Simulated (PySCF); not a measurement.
Working out the ionisation energy of Si

Si [Ne] 3s2 3p2 (3P) → Si⁺ [Ne] 3s2 3p1 (2P). Computed with PySCF 2.14 in cc-pVDZ-DK, with scalar relativity by spin-free X2C-1e. Frozen: [Ne]. Energies in hartree (1 hartree = 27.21139 eV):

```
            part   Si (lower)  Si⁺ (upper)
             UHF  -289.452067  -289.171607
CCSD correlation    -0.063930    -0.053027
             (T)    -0.000992    -0.000634
```

Q: What does Hartree-Fock give?

A: (-289.171607) − (-289.452067) = 0.280460 hartree = 7.632 eV.

Q: What do CCSD and CCSD(T) give?

A: The CCSD correlation energies differ by 0.010903 hartree = 0.297 eV and the triples by 0.000358 hartree = 0.010 eV, so CCSD gives 7.929 eV and CCSD(T) 7.939 eV.

Measured between the centres of the two terms (NIST): 8.157 eV, so CCSD(T) (valence) is off by -0.218 eV.

A double-zeta basis recovers only part of the correlation energy.

What remains against the reference includes basis incompleteness, the frozen core and higher excitations.
